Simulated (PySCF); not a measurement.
# J couplings in C5H5N

Geometry:
| atom | x (Å) | y (Å) | z (Å) |
| --- | --- | --- | --- |
| C1 | -2.543 | -1.031 | 0.018 |
| C2 | -1.829 | -0.071 | -0.105 |
| C3 | -0.965 | 1.043 | -0.249 |
| N4 | 0.305 | 1.058 | -0.172 |
| C5 | 1.025 | -0.087 | 0.080 |
| C6 | 2.352 | -0.028 | 0.150 |
| H7 | -3.186 | -1.855 | 0.124 |
| H8 | -1.454 | 1.992 | -0.449 |
| H9 | 0.489 | -1.028 | 0.219 |
| H10 | 2.863 | 0.909 | 0.010 |
| H11 | 2.949 | -0.900 | 0.346 |

Couplings: B3LYP/pcJ-1 (spin–dipole term only in couplings to heteroatoms) in PySCF 2.14, geometry GFN2-xTB; gas phase, one conformer, non-relativistic. Couplings are averaged over pairs made equivalent by symmetry, fast rotation or ring inversion, so a value needn't be that of the named pair in this geometry, while other rotamers aren't included; one pair stands for each set, and the list holds a selection of those of at least 0.8 Hz over up to four bonds.

Isotopes: 13C, 1H, 15N.

| pair | bonds | J (Hz) |
| --- | --- | --- |
| C1, C2 | 1 | ? |
| C1, H7 | 1 | ? |
| C2, C3 | 1 | 89.7 |
| C3, N4 | 1 | -8.4 |
| C3, H8 | 1 | ? |
| N4, C5 | 1 | ? |
| C5, C6 | 1 | 87.8 |
| C5, H9 | 1 | 165.9 |
| C6, H10 | 1 | 167.6 |
| C6, H11 | 1 | ? |
| C2, N4 | 2 | 4.3 |
| N4, C6 | 2 | -8.3 |
| N4, H8 | 2 | -11.2 |
| N4, H9 | 2 | 1.6 |
| C5, H10 | 2 | -5.8 |
| C6, H9 | 2 | 8.9 |
| C1, H8 | 3 | 7.0 |
| C2, C5 | 3 | 11.8 |
| N4, H10 | 3 | -4.4 |
| C5, H8 | 3 | ? |
| H9, H10 | 3 | 15.3 |
| H9, H11 | 3 | 8.0 |
| C1, C5 | 4 | ? |
| C2, C6 | 4 | -1.9 |
| N4, H7 | 4 | ? |
| H7, H8 | 4 | -2.8 |

**Question.** Estimate the withheld couplings, with signs.

**Answer.** 
- 1J(C1,C2) = 192.7 Hz (bond length 1.203 Å)
- 1J(C1,H7) = 267.5 Hz (bond length 1.050 Å, sp carbon)
- 1J(C3,H8) = 195.0 Hz (bond length 1.086 Å, sp2 carbon)
- 1J(N4,C5) = -1.8 Hz (bond length 1.376 Å)
- 1J(C6,H11) = 164.3 Hz (bond length 1.075 Å, sp2 carbon)
- 3J(C5,H8) = 17.4 Hz (dihedral angle 180°)
- 4J(C1,C5) = -1.0 Hz
- 4J(N4,H7) = 1.4 Hz
